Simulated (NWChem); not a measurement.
# BHF2 (SMILES FBF): levels of theory compared

Aim: a comparison of 6 runs (SVWN5/def2-TZVPP, TPSS/def2-TZVPP, PBE/def2-TZVPP, revPBE/def2-TZVPP, CCSD/def2-TZVPP, CCSD(T)/def2-TZVPP) of BHF2. 

The results are computed with NWChem 7.3.0.

## (1) The system as given

BHF2 has 4 atoms, charge 0, and is taken as a singlet. As SMILES, `FBF`. Geometry: relaxed at PBE0-D4/def2-TZVP.

Bond lengths: F1–B2 1.313 Å, B2–F3 1.313 Å, B2–H4 1.191 Å. Angles: F1–B2–F3 118.1°, F1–B2–H4 121.0°, F3–B2–H4 121.0°.

## (2) Energy and gradient at SVWN5/def2-TZVPP (run 1)

Contents of bf2h.xyz:

```xyz
4
BF2H gradient
F      1.154300     0.456900    -0.361900
B     -0.001900    -0.031000     0.025200
F     -1.095400     0.528700    -0.438900
H     -0.057000    -0.954600     0.775600
```

Contents of run.py:

```python
from ase.io import read
from ase.calculators.nwchem import NWChem

mol = read('bf2h.xyz')

calc = NWChem(
    label='bf2h',
    theory='dft',
    memory='2200 mb',
    basis='def2-TZVPP',
    basispar='spherical bse',
    dft={'xc': 'slater vwn_5', 'mult': '1', 'grid': 'fine', 'convergence': 'energy 1e-08', 'iterations': '100', 'mulliken': None, 'print': 'low'},
)
mol.calc = calc

forces = mol.get_forces()
e = mol.get_potential_energy()
print(f"E = {e:.6f} eV")
print("forces (eV/A):")
for s, f in zip(mol.symbols, forces):
    print(f"{s:2s} {f[0]:10.5f} {f[1]:10.5f} {f[2]:10.5f}")
```

The run is started by

```
$ export ASE_NWCHEM_COMMAND="nwchem PREFIX.nwi > PREFIX.nwo"
$ python run.py
```

Standard output:

```text
E = -6089.855208 eV
forces (eV/A):
F    -0.12053   -0.02314    0.01784
B     0.01748    0.22749   -0.18502
F     0.11369   -0.02905    0.02463
H    -0.01064   -0.17530    0.14249
```

The calculator wrote bf2h.nwi:

```
title "bf2h"

permanent_dir bf2h

scratch_dir bf2h

start bf2h

geometry units angstrom nocenter noautosym noautoz
  F  1.1543000000000001e+00 4.5689999999999997e-01 -3.6190000000000000e-01
  B  -1.9000000000000000e-03 -3.1000000000000000e-02 2.5200000000000000e-02
  F  -1.0953999999999999e+00 5.2869999999999995e-01 -4.3890000000000001e-01
  H  -5.7000000000000002e-02 -9.5460000000000000e-01 7.7559999999999996e-01
end

memory 2200 mb

basis spherical bse noprint
   * library def2-TZVPP
end

dft
  xc slater vwn_5
  mult 1
  grid fine
  convergence energy 1e-08
  iterations 100
  mulliken
  print low
end

task dft gradient
```

bf2h.nwo:

```text
Northwest Computational Chemistry Package (NWChem) 7.3.0
             --------------------------------------------------------

           Job information
           ---------------

    nwchem branch   = 7.3.0
    use scalapack   = T
    input           = bf2h.nwi
    prefix          = bf2h.
    data base       = bf2h/bf2h.db
    status          = startup
    nproc           =        1

           Memory information
           ------------------

    heap     =     72089598 doubles =      550.0 Mbytes
    stack    =     72089595 doubles =      550.0 Mbytes
    global   =    144179200 doubles =     1100.0 Mbytes (distinct from heap & stack)
    total    =    288358393 doubles =     2200.0 Mbytes
    verify   = yes
    hardfail = no

[... 36 lines left out ...]
            Nuclear Dipole moment (a.u.)
[... 62 lines left out ...]
   convergence    iter        energy       DeltaE   RMS-Dens  Diis-err    time
[... 13 lines left out ...]
         Total DFT energy =     -223.798052862368
      One electron energy =     -434.919589187481
           Coulomb energy =      172.999246983938
    Exchange-Corr. energy =      -23.766269901117
 Nuclear repulsion energy =       61.888559242293
[... 20 lines left out ...]
    Atom       Charge   Shell Charges
 -----------   ------   -------------------------------------------------------
    1 F    9     8.62   0.85  1.11  0.56  0.65  0.35  2.13  2.01  0.92  0.00  0.02  0.00
    2 B    5     5.75   0.94  1.00  0.33  0.27  0.16  0.86  0.74  0.22  0.24  0.65  0.33
    3 F    9     8.62   0.85  1.11  0.56  0.65  0.35  2.13  2.01  0.92  0.00  0.02  0.00
    4 H    1     1.02   0.24  0.44  0.26  0.01  0.07  0.01

                         DFT ENERGY GRADIENTS

    atom               coordinates                        gradient
                 x          y          z           x          y          z
   1 F       2.181311   0.863416  -0.683892    0.002344   0.000450  -0.000347
   2 B      -0.003590  -0.058582   0.047621   -0.000340  -0.004424   0.003598
   3 F      -2.070006   0.999098  -0.829401   -0.002211   0.000565  -0.000479
   4 H      -0.107714  -1.803932   1.465671    0.000207   0.003409  -0.002771

 Task  times  cpu:       23.0s     wall:       23.0s
 Total times  cpu:       23.1s     wall:       23.1s
```

Run time: 25 s. Hardware: 1 thread of Intel Xeon Platinum 8259CL at 2.50GHz (Skylake/Cascade Lake), shared host; peak memory 0.13 GiB.

## (3) Energy and forces at TPSS/def2-TZVPP (run 2)

Contents of input.nw:

```
start input
title "BF2H TPSS"
memory stack 880 mb heap 220 mb global 1100 mb
geometry units atomic noautosym nocenter noautoz
  F    2.18131087   0.86341587  -0.68389188
  B   -0.00359048  -0.05858151   0.04762110
  F   -2.07000600   0.99909820  -0.82940080
  H   -0.10771439  -1.80393256   1.46567158
end
basis spherical bse
  * library def2-TZVPP
end
dft
  xc xtpss03 ctpss03
  grid fine
  convergence energy 1e-08
  iterations 100
  mulliken
  print low
end
task dft gradient
```

The run is started by

```
$ nwchem input.nw > input.out
```

Standard output:

```text
[...]
 d= 0,ls=0.0,diis     1   -225.2859788962 -2.87D+02  8.31D-03  7.44D-01     2.9
[...]
 d= 0,ls=0.0,diis    10   -225.3671332274 -3.07D-12  2.20D-08  5.10D-11    22.7
         Total DFT energy =     -225.367133227420
      One electron energy =     -435.234547014705
           Coulomb energy =      173.431624893286
    Exchange-Corr. energy =      -25.452765799036
 Nuclear repulsion energy =       61.888554693035
[...]
      Total Density - Mulliken Population Analysis
     ---------------------------------------------
    Atom       Charge   Shell Charges
 -----------   ------   -------------------------------------------------------
    1 F    9     9.22   0.77  1.20  0.62  0.95  0.38  2.29  2.10  0.89  0.00  0.01  0.00
    2 B    5     4.48   0.92  1.06  0.53  0.19  0.05  0.96  0.41  0.06  0.13  0.13  0.05
    3 F    9     9.22   0.77  1.20  0.62  0.95  0.38  2.29  2.10  0.89  0.00  0.01  0.00
    4 H    1     1.07   0.26  0.55  0.24  0.00  0.01  0.00
[...]
                         DFT ENERGY GRADIENTS
    atom               coordinates                        gradient
                 x          y          z           x          y          z
   1 F       2.181311   0.863416  -0.683892   -0.010424  -0.004180   0.003310
   2 B      -0.003590  -0.058582   0.047621    0.000506   0.009777  -0.007940
   3 F      -2.070006   0.999098  -0.829401    0.009958  -0.004862   0.004034
   4 H      -0.107714  -1.803933   1.465672   -0.000040  -0.000735   0.000596
 Task  times  cpu:       31.9s     wall:       31.9s
 Total times  cpu:       32.0s     wall:       32.0s
```

Wall time 33 s (1 thread of Intel Xeon Platinum 8259CL at 2.50GHz (Skylake/Cascade Lake), shared host); peak memory 0.13 GiB.

## (4) Energy and gradient at PBE/def2-TZVPP (run 3)

bf2h.xyz, as its differences from that of step 2:

```diff
@@ -1,3 +1,3 @@
 4
-BF2H gradient
+BF2H
 F      1.154300     0.456900    -0.361900
```

Contents of bf2h.nw:

```
echo
start bf2h
title "BF2H"
memory 2200 mb

geometry units angstrom noautosym nocenter noautoz
  load format xyz bf2h.xyz
end

basis "ao basis" spherical bse
  * library def2-TZVPP
end

dft
  xc xpbe96 cpbe96
  mult 1
  grid fine
  convergence energy 1e-08
  iterations 100
  mulliken
  noprint "final vectors analysis"
end

task dft gradient
```

The run is started by

```
$ nwchem bf2h.nw > bf2h.out
```

Standard output:

```text
[...]
          Wavefunction type:  closed shell.
          No. of atoms     :     4
          No. of electrons :    24
[...]
          Charge           :     0
          Spin multiplicity:     1
[...]
          AO basis - number of functions:   107
[...]
              XC Information
              --------------
          PerdewBurkeErnzerhof Exchange Functional  1.000
            Perdew 1991 LDA Correlation Functional  1.000 local
           PerdewBurkeErnz. Correlation Functional  1.000 non-local
[...]
 d= 0,ls=0.0,diis     1   -225.0236519984 -2.87D+02  8.89D-03  9.88D-01     2.5
[...]
 d= 0,ls=0.0,diis    10   -225.1144794659 -4.96D-11  4.53D-08  1.89D-10    20.1
         Total DFT energy =     -225.114479465924
      One electron energy =     -435.125256514840
           Coulomb energy =      173.292289995417
    Exchange-Corr. energy =      -25.170072188793
 Nuclear repulsion energy =       61.888559242293
[...]
      Total Density - Mulliken Population Analysis
     ---------------------------------------------
    Atom       Charge   Shell Charges
 -----------   ------   -------------------------------------------------------
    1 F    9     9.19   0.77  1.20  0.62  0.95  0.36  2.29  2.08  0.91  0.00  0.01  0.00
    2 B    5     4.60   0.91  1.05  0.54  0.22  0.05  0.99  0.44  0.07  0.12  0.14  0.05
    3 F    9     9.19   0.77  1.20  0.62  0.95  0.36  2.29  2.08  0.91  0.00  0.01  0.00
    4 H    1     1.03   0.27  0.49  0.26  0.00  0.01  0.00
[...]
  wavefunction    = closed shell
                         DFT ENERGY GRADIENTS
    atom               coordinates                        gradient
                 x          y          z           x          y          z
   1 F       2.181311   0.863416  -0.683892   -0.011619  -0.004285   0.003386
   2 B      -0.003590  -0.058582   0.047621    0.000334   0.006893  -0.005597
   3 F      -2.070006   0.999098  -0.829401    0.011135  -0.005043   0.004191
   4 H      -0.107714  -1.803932   1.465671    0.000149   0.002435  -0.001980
[...]
```

Wall time 29 s (1 thread of Intel Xeon Platinum 8259CL at 2.50GHz (Skylake/Cascade Lake), shared host); peak memory 0.13 GiB.

Runs 4 to 5 aren't shown in full; the table further down has their settings and results.

## (5) The energy at CCSD(T)/def2-TZVPP (run 6)

Contents of m1.xyz:

```xyz
4

F      1.154300     0.456900    -0.361900
B     -0.001900    -0.031000     0.025200
F     -1.095400     0.528700    -0.438900
H     -0.057000    -0.954600     0.775600
```

Contents of m1.nw:

```
start m1
memory 2200 mb

geometry units angstrom noautosym nocenter noautoz
  load format xyz m1.xyz
end

basis spherical bse
  * library def2-TZVPP
end

scf
  thresh 1e-08
  maxiter 80
end

ccsd
  freeze core 3
  maxiter 60
end

task ccsd(t) energy
```

The run is started by

```
$ nwchem m1.nw > m1.out
```

Standard output:

```text
[...]
  functions       =   107
[...]
  wavefunction    = RHF
[...]
         Total SCF energy =   -224.366099981059
      One-electron energy =   -435.328113663317
      Two-electron energy =    149.073454439965
 Nuclear repulsion energy =     61.888559242293
        Time for solution =     22.8s
[...]
 Total MP2 energy:           -224.961621367072325
[...]
             energy      energy      error      ampl     ampl      Block
                                                time     time      time
[...]
 Total CCSD energy:           -224.969407156986051
[...]
 Total CCSD+T(CCSD) energy:           -224.987726734187476
[...]
 Total CCSD(T) energy:                -224.986441960625029
[...]
```

It took 5 min on 1 thread of Intel Xeon Platinum 8259CL at 2.50GHz (Skylake/Cascade Lake), shared host; peak memory 0.32 GiB.

## (6) Overview of the runs

```
run               level      task  integration grid  energy (Eh)  largest force (eV/Å)  wall time
  1    SVWN5/def2-TZVPP  gradient              fine  -223.798053                 0.294       25 s
  2     TPSS/def2-TZVPP  gradient              fine  -225.367133                 0.648       33 s
  3      PBE/def2-TZVPP  gradient              fine  -225.114479                 0.664       29 s
  4   revPBE/def2-TZVPP  gradient              fine  -225.268654                 0.935       30 s
  5     CCSD/def2-TZVPP    energy                 –  -224.969407                     –    4.1 min
  6  CCSD(T)/def2-TZVPP    energy                 –  -224.986442                     –      5 min
```

## (7) Outcome

```
                                          quantity          value
                               run 6: total energy  -224.98644 Eh
        run 6: HOMO energy (Hartree–Fock orbitals)      -15.23 eV
        run 6: LUMO energy (Hartree–Fock orbitals)        2.88 eV
      run 6: HOMO–LUMO gap (Hartree–Fock orbitals)       18.12 eV
run 6: correlation energy (3 core orbitals frozen)     -620.3 mEh
                             run 6: (T) correction     -17.03 mEh
```

What this shows: Totals of different functionals can't be ranked against each other. All runs together took 11 min, the longest 5 min.
